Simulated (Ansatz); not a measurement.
Reaction (SMILES): Cl[CH]Cl → Cl[CH-]Cl (an electron is taken up)
B3LYP-D3(BJ)/def2-TZVP geometries, fixed; electronic energies without zero-point terms; positive where energy is released.

Basis-set convergence of the adiabatic electron affinity at HF with Ansatz (a program for electronic structure). Cartesian d functions, on some or all atoms, in 6-31G*, 6-31+G*, 6-311G**, 6-311+G**; all else is spherical. Open shells are unrestricted. No added dispersion term, no relativity. Functions are those of the species that has most. Reference: the value in aug-pcseg-3, 0.151 eV, itself unsure by roughly 0.007 eV (its mean distance from aug-cc-pV(Q+d)Z, def2-QZVPPD). Deviations are taken from unrounded values.

| basis | functions | adiabatic electron affinity (eV) |
|---|---|---|
| 6-31G* | 55 | 0.018 |
| 6-31+G* | 67 | 0.269 |
| def2-SVP | 55 | -0.173 |
| def2-SVPD | 82 | 0.275 |
| pcseg-1 | 55 | 0.396 |
| aug-pcseg-1 | 86 | 0.443 |
| cc-pV(D+d)Z | 65 | 0.066 |
| aug-cc-pV(D+d)Z | 96 | 0.327 |
| 6-311G** | 78 | 0.307 |
| 6-311+G** | 90 | 0.321 |
| def2-TZVP | 111 | 0.078 |
| def2-TZVPD | 138 | 0.167 |
| pcseg-2 | 112 | 0.146 |
| aug-pcseg-2 | 169 | 0.189 |
| cc-pV(T+d)Z | 122 | 0.065 |
| aug-cc-pV(T+d)Z | 179 | 0.186 |
| def2-TZVPP | 129 | 0.074 |
| def2-TZVPPD | 156 | 0.164 |
| cc-pV(Q+d)Z | 213 | 0.112 |
| aug-cc-pV(Q+d)Z | 304 | 0.161 |
| pcseg-3 | 221 | 0.141 |
| aug-pcseg-3 | 312 | 0.151 |
| def2-QZVPP | 227 | 0.131 |
| def2-QZVPPD | 254 | 0.156 |

What the diffuse functions change, pair by pair:
- 6-31G* to 6-31+G*: 12 more functions, deviation -0.132 to 0.118 eV
- def2-SVP to def2-SVPD: 27 more functions, deviation -0.324 to 0.125 eV
- pcseg-1 to aug-pcseg-1: 31 more functions, deviation 0.245 to 0.293 eV
- cc-pV(D+d)Z to aug-cc-pV(D+d)Z: 31 more functions, deviation -0.085 to 0.176 eV
- 6-311G** to 6-311+G**: 12 more functions, deviation 0.156 to 0.170 eV
- def2-TZVP to def2-TZVPD: 27 more functions, deviation -0.073 to 0.016 eV
- pcseg-2 to aug-pcseg-2: 57 more functions, deviation -0.004 to 0.038 eV
- cc-pV(T+d)Z to aug-cc-pV(T+d)Z: 57 more functions, deviation -0.086 to 0.036 eV
- def2-TZVPP to def2-TZVPPD: 27 more functions, deviation -0.076 to 0.013 eV
- cc-pV(Q+d)Z to aug-cc-pV(Q+d)Z: 91 more functions, deviation -0.039 to 0.010 eV
- pcseg-3 to aug-pcseg-3: 91 more functions, deviation -0.010 to 0.000 eV
- def2-QZVPP to def2-QZVPPD: 27 more functions, deviation -0.019 to 0.005 eV

Leaving out the reference's own pair, they bring the value nearer the reference by more than 0.007 eV in 7 of 11 pairs.
